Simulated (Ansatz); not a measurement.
For SiC (P6₃mc, No. 186), LDA (plane waves, PAW; Ansatz, an electronic-structure program) gives:

| Property | Result |
|---|---|
| equilibrium lattice constant a | 3.059 Å |
| c axis length | 15.011 Å |
| bulk modulus | 230 GPa |
| cohesive energy | 7.40 eV/atom |
| band gap at the measured cell | 1.98 eV |
| electronic dielectric constant ε∞ | 7.04 |
| polycrystal shear modulus | 193 GPa |
| enthalpy of formation | -0.286 eV/atom |

Question: What does r²SCAN in Ansatz (plane waves, PAW) give for the same quantities?

Answer: 
- lattice constant a: 3.078 Å (rises by 0.6 %)
- lattice parameter c: 15.107 Å (grows by 0.6 %)
- bulk modulus: 227 GPa (decreases by 1.3 %)
- cohesive energy: 6.44 eV/atom (decreases by 0.96 eV/atom)
- band gap at the measured cell: 2.39 eV (increases by 0.41 eV)
- high-frequency dielectric constant: 6.61 (decreases by 6.1 %)
- Voigt–Reuss–Hill shear modulus: 203 GPa (goes up by 5.2 %)
- formation enthalpy: -0.300 eV/atom (moves by -0.014 eV/atom)

Changes are worked out from the printed values.

Unless a cell is named, each level is at its own relaxed cell (LDA 10.14, r²SCAN 10.33 Å³/atom).

Density-functional gaps are differences of (generalised) Kohn–Sham levels.

Caveats: the relaxation could not lower the start's symmetry, so the cell can be a saddle point above a distorted one (LDA, r²SCAN). Ansatz's density-functional and Hartree–Fock values are scalar-relativistic unless marked +SOC, with PAW data made under PBE.
